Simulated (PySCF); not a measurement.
Potential energy curve for Na2, singlet.

Computed with CCSD(T) on UHF/6-31G, 2 core orbitals frozen (PySCF).

**Question.** Relative to R = 3.22 Å, what are the energies at R = 2.34, 3.84, 7.56, 9.42 Å?

**Answer.** 12.6 kcal/mol at 2.34 Å, 2.9 kcal/mol at 3.84 Å, 13.8 kcal/mol at 7.56 Å, 14.0 kcal/mol at 9.42 Å.

The unrestricted determinant behind UCCSD(T) is spin-contaminated at 2.34 to 9.42 Å (<S²> up to 1.0, against 0.00 for a pure singlet).
